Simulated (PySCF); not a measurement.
Atom-mapped SMILES (the numbers label the heavy atoms): `[CH2:1]=[CH:2][CH:3]=[S:4]` (H(Xn): hydrogen on atom n). Ha(C1) is cis to C3; Hb(C1) is trans to C3.

No solvent model, no relativistic terms, one conformer. Geometry: PBE0-D3(BJ)/def2-TZVP; PBE0/pcSseg-2 with gauge-including orbitals; PySCF.

Shifts are taken against calculated references (same method and geometry level): $^{13}$C, $^{1}$H against TMS; CS2 for $^{33}$S.

```csv
atoms,nucleus,count,δ (ppm)
H(C2),$^{1}$H,1,7.13
C3,$^{13}$C,1,256.3
H(C3),$^{1}$H,1,11.64
S4,$^{33}$S,1,1156
C2,$^{13}$C,1,158.7
Ha(C1),$^{1}$H,1,?
C1,$^{13}$C,1,146.8
Hb(C1),$^{1}$H,1,?
```

Complete the table.

## Answers


- Hb(C1): 6.77 ppm, hydrogen on a terminal =CH2 carbon; attached to an sp2 carbon and in the plane of the double bond
- Ha(C1): 6.05 ppm, hydrogen on a terminal =CH2 carbon; attached to an sp2 carbon and in the plane of the double bond

Shifts are as computed. Against solution values, carbons near 30 ppm lie about +3 ppm off and those near 130 ppm about +9 ppm. Of 1211 compounds with measured shifts, 218 miss one by over three times the rms of a fit or turn the order of signals round; such compounds aren't used in these exercises.
